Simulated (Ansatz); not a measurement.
# Zinc-blende CuI, high-frequency dielectric constant

Reference value: 4.84 (measured, temperature not stated, square of the low-frequency refractive index; as tabulated in Li et al. (2018), arXiv:1803.04771).

Question: Which of these levels comes closest to the reference?
A. PBE (Ansatz, a program for electronic structure)
B. r²SCAN (Ansatz)
C. LDA (Ansatz)

Answer: B, r²SCAN (Ansatz)

```json
[
 {"level (code)": "LDA (Ansatz)", "value": "6.82 ± 0.02", "cell (Å³/atom)": "25.18", "difference (%)": "+41"},
 {"level (code)": "PBE (Ansatz)", "value": "6.37 ± 0.02", "cell (Å³/atom)": "28.08", "difference (%)": "+32"},
 {"level (code)": "r²SCAN (Ansatz)", "value": "5.70 ± 0.01", "cell (Å³/atom)": "27.31", "difference (%)": "+17.8"}
]
```

Of the ranked levels r²SCAN (+17.8 %) comes nearest. Among them LDA (+41 %) misses by most. Every ranked level misses the reference by more than 10 %. A very large miss is first of all the level's own, though another phase or state, or a fault of the measured value, is possible (LDA).

The reference isn't brought to a static lattice, while the calculations are for one, so the differences are not the levels' errors alone.  A ± on a computed value is a rough bar: the spread of its extrapolation, a floor set from checks against published values, or a statistical error. Each level is taken at its own relaxed cell. Cutoffs differ between the levels. Ansatz's density-functional and Hartree–Fock values are scalar-relativistic unless marked +SOC, with PAW data made under PBE.

Differences are worked out from the printed values.
